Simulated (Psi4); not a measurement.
# A workflow on AlNH2F (SMILES [NH2][Al][F]), part 2 of 2

Psi4 1.11.

**5. The excited states at TDA-PBE0/pcseg-1 (density fitting, save jk yes) (run 4)**

The input, calc.dat:

```
memory 1600 mb

molecule system {
  0 2
  N
  Al 1 1.775778
  F 2 1.681142 1 116.49222
  H 1 1.012674 2 124.99572 3 179.96113
  H 1 1.015345 4 110.54062 2 -179.81307
  units angstrom
  symmetry c1
}

set {
  basis pcseg-1
  reference uks
  save_jk true
}

from psi4.driver.procrouting.response.scf_response import tdscf_excitations
E, wfn = energy('pbe0', return_wfn=True)
states = tdscf_excitations(wfn, states=4, tda=True)
print_variables()
```

Started as:

```console
psi4 -n 1 calc.dat calc.out
```

calc.out:

```text
Psi4 1.11 release

   => Loading Basis Set <=

    Name: PCSEG-1
    Role: ORBITAL
    Keyword: BASIS

         ---------------------------------------------------------
                                   SCF
                              UKS Reference
                        1 Threads,   1525 MiB Core
         ---------------------------------------------------------

  ==> Geometry <==

    Molecular point group: c1
    Full point group: C1

    Geometry (in Angstrom), charge = 0, multiplicity = 2:

       Center              X                  Y                   Z               Mass
    ------------   -----------------  -----------------  -----------------  -----------------
         N           -0.000050508151     0.461185234885    -1.527984787859    14.003074004430
         AL          -0.000050508151     0.461185234885     0.247793212141    26.981538530000
         F           -0.000050508151    -1.043428350289     0.997710796595    18.998403162730
         H           -0.000613301256     1.290762408212    -2.108768764079     1.007825032230
         H            0.003619409571    -0.375946559863    -2.102547542439     1.007825032230

  Running in c1 symmetry.

  Rotational constants: A =      1.18162  B =      0.21297  C =      0.18045 [cm^-1]
  Rotational constants: A =  35424.15459  B =   6384.65493  C =   5409.65079 [MHz]
  Nuclear repulsion =   91.147970521355887

  Charge       = 0
  Multiplicity = 2
  Electrons    = 31
  Nalpha       = 16
  Nbeta        = 15

  ==> Algorithm <==

  SCF Algorithm Type is DF.
  DIIS enabled.
  MOM disabled.
  Fractional occupation disabled.
  Guess Type is SAD.
  Energy threshold   = 1.00e-06
  Density threshold  = 1.00e-06
  Integral threshold = 1.00e-12

  ==> Primary Basis <==

  Basis Set: PCSEG-1
    Blend: PCSEG-1
    Number of shells: 26
    Number of basis functions: 56
    Number of Cartesian functions: 59
    Spherical Harmonics?: true
    Max angular momentum: 2

  ==> DFT Potential <==

   => LibXC <=

    Version 7.1.2

   => Composite Functional: PBE0 <=

    PBE0 Hyb-GGA Exchange-Correlation Functional

    Deriv               =              1
    GGA                 =           TRUE
    Meta                =          FALSE

    Exchange Hybrid     =           TRUE
    MP2 Hybrid          =          FALSE

   => Exchange Functionals <=

    0.7500   Perdew, Burke & Ernzerhof

   => Exact (HF) Exchange <=

    0.2500               HF

   => Correlation Functionals <=

    1.0000   Perdew, Burke & Ernzerhof

   => LibXC Density Thresholds  <==

    XC_HYB_GGA_XC_PBEH:  1.00E-15

   => Molecular Quadrature <=

    Radial Scheme          =       TREUTLER
    Pruning Scheme         =           NONE
    Nuclear Scheme         =       TREUTLER

    Blocking Scheme        =         OCTREE
    BS radius alpha        =              1
    Pruning alpha          =              1
    Radial Points          =             75
    Spherical Points       =            302
    Total Points           =         109533
    Total Blocks           =            884
    Max Points             =            255
    Max Functions          =             56
    Weights Tolerance      =       1.00E-15

   => Loading Basis Set <=

    Name: (PCSEG-1 AUX)
    Role: JKFIT
    Keyword: DF_BASIS_SCF

  ==> Integral Setup <==

  DFHelper Memory: AOs need 0.009 GiB; user supplied 0.972 GiB.
  SCF_SUBTYPE=INCORE selected. In-core MEM_DF algorithm will be used.
  Using in-core AOs.

  ==> MemDFJK: Density-Fitted J/K Matrices <==

    J tasked:                   Yes
    K tasked:                   Yes
    wK tasked:                   No
    Memory [MiB]:               995
    Algorithm:                 Core
    Schwarz Cutoff:           1E-12
    Mask sparsity (%):       1.2117
    Fitting Condition:        1E-10

   => Auxiliary Basis Set <=

  Basis Set: (PCSEG-1 AUX)
    Blend: DEF2-UNIVERSAL-JKFIT
    Number of shells: 100
    Number of basis functions: 318
    Number of Cartesian functions: 381
    Spherical Harmonics?: true
    Max angular momentum: 4

  Cached 100.0% of DFT collocation blocks in 0.145 [GiB].

  Minimum eigenvalue in the overlap matrix is 3.0972364329E-02.
  Reciprocal condition number of the overlap matrix is 6.8017617161E-03.
    Using symmetric orthogonalization.

  ==> Pre-Iterations <==

  SCF Guess: Superposition of Atomic Densities via on-the-fly atomic UHF (no occupation information).

   -------------------------
    Irrep   Nso     Nmo
   -------------------------
     A         56      56
   -------------------------
    Total      56      56
   -------------------------

  ==> Iterations <==

                           Total Energy        Delta E     RMS |[F,P]|

   @DF-UKS iter SAD:  -397.23401482558495   -3.97234e+02   0.00000e+00
   @DF-UKS iter   1:  -397.60669846506369   -3.72684e-01   1.67480e-02 ADIIS/DIIS
   @DF-UKS iter   2:  -396.47724548010063    1.12945e+00   2.71031e-02 ADIIS/DIIS
   @DF-UKS iter   3:  -397.95327521869797   -1.47603e+00   3.49004e-03 ADIIS/DIIS
   @DF-UKS iter   4:  -397.96790312653843   -1.46279e-02   2.76680e-03 ADIIS/DIIS
   @DF-UKS iter   5:  -397.97581103112509   -7.90790e-03   4.84478e-04 ADIIS/DIIS
   @DF-UKS iter   6:  -397.97613361016505   -3.22579e-04   9.16681e-05 DIIS
   @DF-UKS iter   7:  -397.97614863885781   -1.50287e-05   1.23731e-05 DIIS
   @DF-UKS iter   8:  -397.97614959546570   -9.56608e-07   3.76908e-06 DIIS
   @DF-UKS iter   9:  -397.97614969540660   -9.99409e-08   1.60859e-06 DIIS
   @DF-UKS iter  10:  -397.97614971406512   -1.86585e-08   4.34970e-07 DIIS
  Energy and wave function converged.

  ==> Post-Iterations <==

   Electrons on quadrature grid:
      Nalpha   =   16.0000395142 ; deviation = 3.951e-05
      Nbeta    =   15.0000402311 ; deviation = 4.023e-05
      Ntotal   =   31.0000797453 ; deviation = 7.975e-05

   @Spin Contamination Metric:   1.826574660E-03
   @S^2 Expected:                7.500000000E-01
   @S^2 Observed:                7.518265747E-01
   @S   Expected:                5.000000000E-01
   @S   Observed:                5.000000000E-01

    Orbital Energies [Eh]
    ---------------------

    Alpha Occupied:

       1A    -56.166183     2A    -24.705141     3A    -14.360518
       4A     -4.206511     5A     -2.740866     6A     -2.739869
       7A     -2.736520     8A     -1.163288     9A     -0.857283
      10A     -0.497973    11A     -0.477531    12A     -0.430722
      13A     -0.406868    14A     -0.402828    15A     -0.282193
      16A     -0.231161

    Alpha Virtual:

      17A     -0.023848    18A      0.029330    19A      0.037152
      20A      0.101334    21A      0.121066    22A      0.147058
      23A      0.149126    24A      0.248212    25A      0.274722
      26A      0.482801    27A      0.580127    28A      0.602755
      29A      0.604296    30A      0.689236    31A      0.741914
      32A      0.742697    33A      0.792143    34A      0.955323
      35A      0.992290    36A      1.104534    37A      1.155254
      38A      1.201236    39A      1.217114    40A      1.491271
      41A      1.792711    42A      1.984556    43A      2.039291
      44A      2.049094    45A      2.276455    46A      2.298955
      47A      2.464927    48A      2.498707    49A      2.500922
      50A      2.559519    51A      2.599201    52A      2.609275
      53A      2.821379    54A      2.968512    55A      3.243385
      56A      3.350075

    Beta Occupied:

       1A    -56.162799     2A    -24.703109     3A    -14.358442
       4A     -4.200729     5A     -2.736721     6A     -2.733850
       7A     -2.730977     8A     -1.158496     9A     -0.853824
      10A     -0.495808    11A     -0.466180    12A     -0.419682
      13A     -0.405278    14A     -0.397742    15A     -0.281293

    Beta Virtual:

      16A     -0.098969    17A      0.007657    18A      0.044344
      19A      0.052763    20A      0.115460    21A      0.129917
      22A      0.170760    23A      0.177249    24A      0.264039
      25A      0.298911    26A      0.509501    27A      0.604275
      28A      0.607065    29A      0.624160    30A      0.701337
      31A      0.747821    32A      0.749444    33A      0.806680
      34A      0.963288    35A      1.007486    36A      1.107703
      37A      1.158097    38A      1.206381    39A      1.222052
      40A      1.491806    41A      1.796221    42A      1.988197
      43A      2.041838    44A      2.051655    45A      2.280946
      46A      2.301963    47A      2.466991    48A      2.499828
      49A      2.502049    50A      2.561569    51A      2.601970
      52A      2.613377    53A      2.825733    54A      2.973990
      55A      3.245782    56A      3.353122

    Final Occupation by Irrep:
              A
    DOCC [    15 ]
    SOCC [     1 ]
    NA   [    16 ]
    NB   [    15 ]

  @DF-UKS Final Energy:  -397.97614971406512

   => Energetics <=

    Nuclear Repulsion Energy =             91.1479705213558873
    One-Electron Energy =                -734.0708259008463301
    Two-Electron Energy =                 272.6181276989174194
    DFT Exchange-Correlation Energy =     -27.6714220334921102
    Empirical Dispersion Energy =           0.0000000000000000
    VV10 Nonlocal Energy =                  0.0000000000000000
    Total Energy =                       -397.9761497140651159

  UHF NO Occupations:
  HONO-2 :   14  A 1.9997836
  HONO-1 :   15  A 1.9993545
  HONO-0 :   16  A 1.0000000
  LUNO+0 :   17  A 0.0006455
  LUNO+1 :   18  A 0.0002164
  LUNO+2 :   19  A 0.0000280
  LUNO+3 :   20  A 0.0000109

Computation Completed

Properties will be evaluated at   0.000000,   0.000000,   0.000000 [a0]

Properties computed using the SCF density matrix

 Multipole Moments:

 ------------------------------------------------------------------------------------
     Multipole            Electronic (a.u.)      Nuclear  (a.u.)        Total (a.u.)
 ------------------------------------------------------------------------------------

 L = 1.  Multiply by 2.5417464519 to convert [e a0] to [Debye]
 Dipole X            :         -0.0008697            0.0029128            0.0020431
 Dipole Y            :         -0.6657440            1.4128828            0.7471388
 Dipole Z            :          4.4720809           -5.1145454           -0.6424645
 Magnitude           :                                                    0.9853838

 ------------------------------------------------------------------------------------

	total time  =          6 seconds =       0.10 minutes

******************************************************************************************
**********                               WARNING                                **********
**********       The names of excited state variables changed between 1.5       **********
**********     and 1.6. For a quick solution, remove the symmetry specifier     **********
**********   from the variable name. For full details, see 'Notes on Psivars'   **********
**********                        in the documentation.                         **********
******************************************************************************************

         ---------------------------------------------------------
                         TDSCF excitation energies
         ---------------------------------------------------------

  ==> Options <==

     Residual threshold  : 1.0000e-04
     Initial guess       : denominators
     Reference           : UHF
     Solver type         : TDA (Davidson)

  ==> Requested Excitations <==

      4 singlet states with A symmetry

  ==> Seeking the lowest 4 singlet states with A symmetry

                         Generalized Davidson Solver

  ==> Options <==

    Max number of iterations        = 60
    Eigenvector tolerance           = 1.0000e-04
    Max number of expansion vectors = 800

  => Iterations <=
                           Max[D[value]]     Max[|R|]   # vectors
  DavidsonSolver iter   1:   2.14608e-01  5.31507e-02     16
  DavidsonSolver iter   2:   4.59066e-03  1.56356e-02     20
  DavidsonSolver iter   3:   2.81561e-04  3.92969e-03     24
  DavidsonSolver iter   4:   1.51023e-05  7.54274e-04     28
  DavidsonSolver iter   5:   6.17825e-07  1.66056e-04     31
  DavidsonSolver iter   6:   3.68015e-08  8.68679e-05     33      Converged

******************************************************************************************
**********                               WARNING                                **********
**********  Length-gauge rotatory strengths are **NOT** gauge-origin invariant  **********
******************************************************************************************

                                    Excitation Energy         Total Energy        Oscillator Strength             Rotatory Strength
     #   Sym: GS->ES (Trans)        au              eV              au          au (length)    au (velocity)    au (length)    au (velocity)
    ---- -------------------- --------------- --------------- --------------- --------------- --------------- --------------- ---------------
     1        A->A (1 A)       0.12060         3.28166        -397.85555       0.0009          0.0026         -0.0000         -0.0001
     2        A->A (1 A)       0.15623         4.25122        -397.81992       0.1472          0.0300          0.0005          0.0000
     3        A->A (1 A)       0.19251         5.23848        -397.78364       0.0010          0.0013         -0.0002          0.0000
     4        A->A (1 A)       0.21239         5.77952        -397.76376       0.1733          0.0939          0.0002          0.0006

Contributing excitations
Only contributions with abs(coeff) > 1.00e-01 will be printed:

Excited State    1 (1 A):   0.12060 au   377.81 nm f = 0.0009
Alpha orbitals:
  Sums of squares: Xssq =  3.549994e-02
     16a (a) ->  17a (a)    0.179280 ( 3.214%)
Beta orbitals:
  Sums of squares: Xssq =  9.645001e-01
     15a (b) ->  16a (b)    0.978491 (95.744%)

Excited State    2 (1 A):   0.15623 au   291.64 nm f = 0.1472
Alpha orbitals:
  Sums of squares: Xssq =  9.595655e-01
     16a (a) ->  17a (a)    0.976051 (95.268%)
Beta orbitals:
  Sums of squares: Xssq =  4.043446e-02
     15a (b) ->  16a (b)   -0.179527 ( 3.223%)

Excited State    3 (1 A):   0.19251 au   236.68 nm f = 0.0010
Alpha orbitals:
  Sums of squares: Xssq =  7.627582e-01
     15a (a) ->  17a (a)    0.856975 (73.441%)
     16a (a) ->  18a (a)   -0.142730 ( 2.037%)
Beta orbitals:
  Sums of squares: Xssq =  2.372418e-01
     15a (b) ->  17a (b)   -0.462394 (21.381%)

Excited State    4 (1 A):   0.21239 au   214.52 nm f = 0.1733
Alpha orbitals:
  Sums of squares: Xssq =  9.506806e-01
     16a (a) ->  18a (a)    0.927077 (85.947%)
     16a (a) ->  19a (a)   -0.292646 ( 8.564%)
Beta orbitals:
  Sums of squares: Xssq =  4.931937e-02
     15a (b) ->  17a (b)   -0.206812 ( 4.277%)

******************************************************************************************
**********                               WARNING                                **********
**********       The names of excited state variables changed between 1.5       **********
**********     and 1.6. For a quick solution, remove the symmetry specifier     **********
**********   from the variable name. For full details, see 'Notes on Psivars'   **********
**********                        in the documentation.                         **********
******************************************************************************************

  Variable Map:
  ----------------------------------------------------------------------------
  "CURRENT ENERGY"              =>    -397.976149714065
  "CURRENT REFERENCE ENERGY"    =>    -397.976149714065
  "DD SOLVATION ENERGY"         =>       0.000000000000
  "DFT FUNCTIONAL TOTAL ENERGY" =>    -397.976149714065
  "DFT TOTAL ENERGY"            =>    -397.976149714065
  "DFT VV10 ENERGY"             =>       0.000000000000
  "DFT XC ENERGY"               =>     -27.671422033492
  "GRID ELECTRONS ALPHA"        =>      16.000039514231
  "GRID ELECTRONS BETA"         =>      15.000040231098
  "GRID ELECTRONS TOTAL"        =>      31.000079745330
  "NUCLEAR REPULSION ENERGY"    =>      91.147970521356
  "ONE-ELECTRON ENERGY"         =>    -734.070825900846
  "PCM POLARIZATION ENERGY"     =>       0.000000000000
  "PE ENERGY"                   =>       0.000000000000
  "SCF ITERATION ENERGY"        =>    -397.976149714065
  "SCF ITERATIONS"              =>      10.000000000000
  "SCF TOTAL ENERGY"            =>    -397.976149714065
  "TWO-ELECTRON ENERGY"         =>     272.618127698917
  "XC GRID RADIAL POINTS"       =>      75.000000000000
  "XC GRID SPHERICAL POINTS"    =>     302.000000000000
  "XC GRID TOTAL POINTS"        =>  109533.000000000000

  Array Variable Map:
  ----------------------------------------------------------------------------
  "CURRENT DIPOLE"              =>       0.002043090162 ... -0.642464520386 1 by 3
  "SCF DIPOLE"                  =>       0.002043090162 ... -0.642464520386 1 by 3
  "SCF TOTAL ENERGIES"          =>    -397.234014825585 ... -397.976149714065 1 by 11

    Psi4 run time: 0:00:17.03
```

Wall time 19 s (1 thread of Intel Xeon Platinum 8375C at 2.90GHz (Ice Lake), shared host); peak memory 0.36 GiB.

The roots found:

```tsv
excited state	energy (eV)	strength	label
1	3.282	0.0009	A 1
2	4.251	0.1472	A 1
3	5.238	0.0010	A 1
4	5.780	0.1733	A 1
```

**6. Results**

The summary covers parts 1 to 2.

```
                                                                             quantity             value
                                        run 1, UPBE0/pcseg-1: total energy at the end     -397.97615 Eh
                                                  run 1, UPBE0/pcseg-1: dipole moment            2.50 D
                             run 1, UPBE0/pcseg-1: HOMO energy (highest over α and β)          -6.29 eV
                              run 1, UPBE0/pcseg-1: LUMO energy (lowest over α and β)          -2.69 eV
                                                           run 1, UPBE0/pcseg-1: ⟨S²⟩             0.752
                                     run 2, UPBE0/pcseg-1: lowest harmonic wavenumber          209 cm⁻¹
                                    run 2, UPBE0/pcseg-1: highest harmonic wavenumber         3691 cm⁻¹
                                              run 2, UPBE0/pcseg-1: zero-point energy       71.6 kJ/mol
         run 2, UPBE0/pcseg-1: ideal-gas entropy at 400 K (symmetry number 1 as used)  72.7 cal/(mol K)
                                                 run 3, UMP2/def2-TZVPP: total energy     -397.66105 Eh
   run 3, UMP2/def2-TZVPP: HOMO energy (Hartree–Fock orbitals) (highest over α and β)          -9.04 eV
    run 3, UMP2/def2-TZVPP: LUMO energy (Hartree–Fock orbitals) (lowest over α and β)           0.80 eV
                  run 3, UMP2/def2-TZVPP: correlation energy (7 core orbitals frozen)        -524.3 mEh
                            run 3, UMP2/def2-TZVPP: ⟨S²⟩ of the reference determinant             0.752
                           run 4, TDA-PBE0/pcseg-1: ground-state or mean-field energy     -397.97615 Eh
                      run 4, TDA-PBE0/pcseg-1: dipole moment (PBE0 Kohn–Sham density)            2.50 D
run 4, TDA-PBE0/pcseg-1: HOMO energy (PBE0 Kohn–Sham orbitals) (highest over α and β)          -6.29 eV
 run 4, TDA-PBE0/pcseg-1: LUMO energy (PBE0 Kohn–Sham orbitals) (lowest over α and β)          -2.69 eV
                           run 4, TDA-PBE0/pcseg-1: ⟨S²⟩ of the reference determinant             0.752
                                    run 4, TDA-PBE0/pcseg-1: lowest excitation energy           3.28 eV
```

What this shows: The optimisation (run 1, UPBE0/pcseg-1) took 7 steps and changed the energy by -0.141 eV. All 9 modes (run 2, UPBE0/pcseg-1) are real, so the shape is a minimum at this level. The brightest of the 4 transitions from the ground state lies at 5.78 eV (215 nm, f = 0.173); the lowest, at 3.28 eV, has f = 0.001.
